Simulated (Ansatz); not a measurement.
## H2S, SMILES S: a relaxed scan of one distance, step by step

With Ansatz 0.2.0, Python API.

Run as a notebook:

**Cell 1**
```python
import ansatz as az
import numpy as np
```

**Cell 2**
```python
geometry_ang = [
    ('S', (0.489, -0.277, 0.2407)),
    ('H', (0.0977, 0.9873, 0.1611)),
    ('H', (-0.5867, -0.7103, -0.4018)),
]
molecule = az.Crystal.molecule()
for symbol, xyz in geometry_ang:
    molecule = molecule.atom(symbol, xyz)
```

**Cell 3**
```python
calc = molecule.calculation().basis(gaussian='def2-SVP').functional('pbe')
symbols = [site.symbol for site in molecule.cartesian_sites]
pairs = [(0, 1), (0, 2)]
print('held (A)   E (eV)        ', '  '.join(f'{symbols[i]}{i}-{symbols[j]}{j}' for i, j in pairs))
for length in [1.22, 1.33, 1.43, 1.59, 1.79]:
    summary = calc.relax(constraints=[az.DistanceConstraint((0, 1), at=length)], force_tolerance=0.02, max_steps=60).run(threads=1).report
    xyz = np.array(summary['positions_ang'])
    print(f'{length:6.2f} {summary["free_energy_ev"]:14.5f}  ', '  '.join(f'{np.linalg.norm(xyz[i] - xyz[j]):.3f}' for i, j in pairs))
```
Output:
```text
held (A)   E (eV)         S0-H1  S0-H2
DeckWarning: relax.constraints: the input's atoms, or those drawn, lie off the distances that are held; a relaxation that starts there is brought onto them ahead of its first SCF, by positions alone, an atom by 5.29e-2 Å at the most. With the symmetry detection on, the symmetry is detected on the input's atoms as so [...]
  1.22   -10859.29847   1.220  1.359
  1.33   -10859.60565   1.330  1.360
  1.43   -10859.56503   1.430  1.361
  1.59   -10859.16707   1.590  1.362
  1.79   -10858.43980   1.790  1.364
```

Caveats:
- Total energies depend on the basis set; only differences at equal settings carry meaning.
- Warnings are shown shortened and without file and line.
- The energies are electronic: no zero-point or thermal terms, and the basis set is short of its limit.
- Timing: 5.6 s on 1 thread of Arm Neoverse V2, on a shared host, peak memory 0.16 GiB.

(Lines on the test bed's own set-up are left out of the output.)
